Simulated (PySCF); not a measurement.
Gas-phase XPS of 1,2,5-thiadiazole, computed

Species: 1,2,5-thiadiazole, C2H2N2S.
SMILES with atom numbers: `[cH:1]1[cH:2][n:3][s:4][n:5]1`

Method: PySCF, delta-SCF UKS SCAN, pcX-2 on the ionised atom, pcseg-1 elsewhere, spin-free X2C. Vertical ΔSCF values, vacuum level as zero.

Question: What binding energy does each computed site have?

Answer: 
| atom(s) | environment | level | binding energy (eV) | count |
| --- | --- | --- | --- | --- |
| S4 | ring sulfur | S 1s | 2479.53 | 1 |
| N3/N5 | pyridine-type nitrogen | N 1s | 405.78 | 2 |
| C1/C2 | aromatic CH next to a ring nitrogen | C 1s | 292.07 | 2 |

Question: Which photon energy gives electrons from N 1s of N3/N5 a kinetic energy of 50 eV, and what is their de Broglie wavelength?

Answer: hν = 405.78 + 50 = 455.78 eV, recoil neglected; λ = 12.264 Å/√(E/eV) = 1.73 Å.

The first atom of each set that the bonding makes equivalent was ionised and stands for the set. Not every level is listed. Isolated species at its PBE0-D3(BJ)/def2-SVP geometry, gas phase.

The run took 35 s of wall time on an x86-64 server with one thread, on a shared host.
